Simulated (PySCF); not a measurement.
## Polarisability of `C[O+](C)CCF`

Species: C₄H₁₀FO (charge +1).
SMILES with atom numbers: `[CH3:1][O+:2]([CH3:3])[CH2:4][CH2:5][F:6]` (hydrogens: H7, H8, H9 on C1; H10, H11, H12 on C3; H13, H14 on C4; H15, H16 on C5)

Structure used (GFN2-xTB), in Å, numbered top down from 1:
```xyz
16
C4H10FO angstrom
C     -0.632   -0.523   -1.257
O     -0.352    0.431   -0.203
C     -1.578    0.933    0.374
C      0.552   -0.112    0.813
C      1.975   -0.206    0.275
F      2.113   -1.324   -0.497
H     -1.206   -0.012   -2.028
H     -1.196   -1.378   -0.877
H      0.307   -0.868   -1.688
H     -1.330    1.716    1.090
H     -2.174    1.369   -0.428
H     -2.145    0.140    0.865
H      0.540    0.581    1.655
H      0.203   -1.099    1.136
H      2.232    0.657   -0.347
H      2.683   -0.296    1.105
```

Level: PBE0/def2-SVPD (PySCF), static field, nuclei fixed, core orbitals frozen in the response. The polarisability tensor in these axes (au):

```
x   55.59 -3.40  1.55
y   -3.40 47.04  2.60
z    1.55  2.60 49.58
```

Question: What are the eigenvalues, a third of the trace, and Δα (Δα² = ½Σ(αi − αj)² over the three pairs)?

Answer: Principal values 44.21, 51.17 and 56.84 au; mean 50.74 au = 7.52 Å³ = 8.37 × 10⁻⁴⁰ C²·m²/J; Δα = 10.96 au (22 % of the mean).

Question: What depolarisation ratio follows for Rayleigh scattering of linearly polarised light, taking the static tensor?

Answer: ρ = 3Δα²/(45ᾱ² + 4Δα²) = 360.2/(115848 + 480.3) = 0.0031.

Question: Form Σ f/ω² (atomic units) for the 6 lowest TDDFT singlets, given as eV and f, and set it beside the mean polarisability, which is this sum over all singlets: 8.89, 0.0027; 9.00, 0.0315; 9.55, 0.0045; 9.90, 0.0148; 10.02, 0.0084; 10.15, 0.0025.

Answer: They add up to 0.54 au, 1.1 % of the 50.74 au; the largest single term is 0.29 au, from the state at 9.00 eV. Terms in order: 0.03, 0.29, 0.04, 0.11, 0.06, 0.02 au. Higher excitations give the rest. The strengths listed sum to 0.064.

Question: Traceless (Buckingham) quadrupole moment about the centre of nuclear charge: eigenvalues?

Answer: -8.24, -1.22, 9.46 D·Å. The values depend on the origin, since the species is charged. The electronic extent ⟨r²⟩ about the same centre is 671 bohr², a root-mean-square distance of 1.94 Å for the 50 electrons.

Geometry: GFN2-xTB, one conformer, isolated ion.
